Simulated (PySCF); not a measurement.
# Charge on either side of a bond

C4H4F2.
Atom-mapped SMILES: `[F:1]/[CH:2]=[CH:3]\[CH:4]=[CH:5]\[F:6]` (hydrogens: H7 on C2; H8 on C3; H9 on C4; H10 on C5)

Atomic charges (e) from the PBE0/pcSseg-1 density (PySCF):

```json
{"atom": "F1", "Mulliken": "-0.2727", "IAO": "-0.2678", "Hirshfeld": "-0.0785", "ESP-fitted": "-0.1451"}
{"atom": "C2", "Mulliken": "+0.2711", "IAO": "+0.1360", "Hirshfeld": "+0.0409", "ESP-fitted": "+0.1010"}
{"atom": "C3", "Mulliken": "-0.2586", "IAO": "-0.2047", "Hirshfeld": "-0.0764", "ESP-fitted": "-0.4004"}
{"atom": "C4", "Mulliken": "-0.1822", "IAO": "-0.2019", "Hirshfeld": "-0.0780", "ESP-fitted": "-0.0529"}
{"atom": "C5", "Mulliken": "+0.2605", "IAO": "+0.1487", "Hirshfeld": "+0.0469", "ESP-fitted": "-0.0519"}
{"atom": "F6", "Mulliken": "-0.2738", "IAO": "-0.2619", "Hirshfeld": "-0.0844", "ESP-fitted": "-0.1447"}
{"atom": "H7", "Mulliken": "+0.1054", "IAO": "+0.1599", "Hirshfeld": "+0.0613", "ESP-fitted": "+0.1318"}
{"atom": "H8", "Mulliken": "+0.1214", "IAO": "+0.1643", "Hirshfeld": "+0.0560", "ESP-fitted": "+0.1955"}
{"atom": "H9", "Mulliken": "+0.1315", "IAO": "+0.1755", "Hirshfeld": "+0.0518", "ESP-fitted": "+0.1781"}
{"atom": "H10", "Mulliken": "+0.0974", "IAO": "+0.1520", "Hirshfeld": "+0.0605", "ESP-fitted": "+0.1886"}
```

Cut each of the bonds C2–C3, C3–C4 and C5–C4 in turn and sum the charges on the side of the atom named first.

In e; the other side holds the opposite charge:

```tsv
bond cut	piece	atoms	Mulliken	IAO	Hirshfeld	ESP-fitted
C2–C3	CHF	3	+0.104	+0.028	+0.024	+0.088
C3–C4	C2H2F	5	-0.033	-0.012	+0.003	-0.117
C5–C4	CHF	3	+0.084	+0.039	+0.023	-0.008
```

Extremes among these pieces. Mulliken: lowest C2H2F at C3, highest CHF at C2; IAO: lowest C2H2F at C3, highest CHF at C5; Hirshfeld: lowest C2H2F at C3, highest CHF at C2; ESP-fitted: lowest C2H2F at C3, highest CHF at C2.

Do the schemes agree better on the pieces than on the single atoms at the cuts?

The spread between schemes averages 0.098 e for the pieces and 0.289 e for the atoms named first; it is smaller for the piece at 3 of the 3 cuts. On average they agree better on the pieces.

The structure is a single GFN2-xTB conformer in the gas phase; no vibrational or solvent corrections.

These values come from a run that also computed NMR shieldings. The run took 16 s on one thread, Arm Neoverse N1 (aarch64), on a shared host, and the process peaked at 0.55 GiB of memory.

Conformer computed: `[F:1]/[CH:2]=[CH:3]\[CH:4]=[CH:5]\[F:6]`: C2–C3–C4–C5 180°.
